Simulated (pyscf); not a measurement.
Four-centre exchange: H₂B–NH–SiH₃ (SMILES BN[SiH3]) + NH₃ (SMILES N) → H₂N–SiH₃ (SMILES N[SiH3]) + H₂B–NH₂ (SMILES BN)

Gas phase, singlet surface, charge 0. Bonds broken: N2–B3, N10–H11. Bonds formed: N2–H11, B3–N10. Single points on ωB97X-D3(BJ)/def2-SVP structures (PySCF, gas phase).

Transition state (Å):

```xyz
13

Si    -2.2417     0.0185    -0.2446
N     -0.7147    -0.4335     0.5154
B      0.6321     0.1283    -0.2164
H     -2.3582    -0.5267    -1.6263
H     -3.3817    -0.4991     0.5699
H     -2.2946     1.5053    -0.2817
H     -0.6454    -1.4024     0.8233
H      1.4462    -0.7618    -0.3969
H      0.3389     0.7824    -1.2082
N      0.9902     1.0600     1.0309
H     -0.1308     0.3969     1.2942
H      1.8414     0.8310     1.5394
H      0.9577     2.0649     0.8723
```

One imaginary mode, 1466i cm⁻¹; descent along it reached the two sides named, in the forms told below.

```csv
bond,change,reactant side (Å),saddle,product side
N2–B3,breaks,1.503,1.632,1.744
N10–H11,breaks,1.022,1.329,2.343
N2–H11,forms,2.7,1.279,1.024
B3–N10,forms,1.695,1.598,1.496
```

Electronic energies relative to the separated reactants (kcal/mol):

```
level                   barrier  reaction energy  reverse barrier
----------------------  -------  ---------------  ---------------
ωB97X-D3(BJ)/def2-TZVP     12.4             -1.0             13.4
PBE/def2-TZVP               8.0             -2.2             10.2
r²SCAN/def2-TZVP            9.6             -1.9             11.4
B3LYP-D3(BJ)/def2-TZVP     13.7             -1.6             15.3
PBE0-D3(BJ)/def2-TZVP       8.1             -1.7              9.8
M06-2X/def2-TZVP           11.3             -1.3             12.6
ωB97M-D3(BJ)/def2-TZVP     12.5             -1.7             14.2
HF/def2-TZVP               32.1             -1.9             34.0
```

With ωB97M-D3(BJ)/def2-TZVP energies and thermal terms (ideal gas, 1 atm, RRHO with modes under 100 cm⁻¹ raised to 100, one conformer, R ln 2 for chiral ones without a mode under 150 cm⁻¹), in kcal/mol:

| T (K) | ΔH‡ | ΔG‡ | ΔH | ΔG |
|---|---|---|---|---|
| 298 | 11.5 | 23.1 | -1.8 | -2.5 |
| 600 | 11.5 | 34.9 | -1.8 | -3.1 |
| 900 | 12.1 | 46.5 | -1.7 | -3.8 |
| 1200 | 12.9 | 57.9 | -1.7 | -4.5 |

On the reactant side the descent ends in an adduct with a B–N contact, 10.6 kcal/mol under the separated species and 22.9 kcal/mol under the saddle at ωB97X-D3(BJ)/def2-TZVP. On the product side the descent ends in an adduct with a B–N contact, 2.0 kcal/mol under the separated species and 15.4 kcal/mol under the saddle at ωB97X-D3(BJ)/def2-TZVP. What is counted as formed (B–N) is already present as a longer contact in the reactant adduct; forming that adduct is a step of its own. What is counted as broken (B–N) persists as a longer contact in the product adduct; parting that adduct is a step of its own. One saddle was located; it need not be the lowest between these sides.
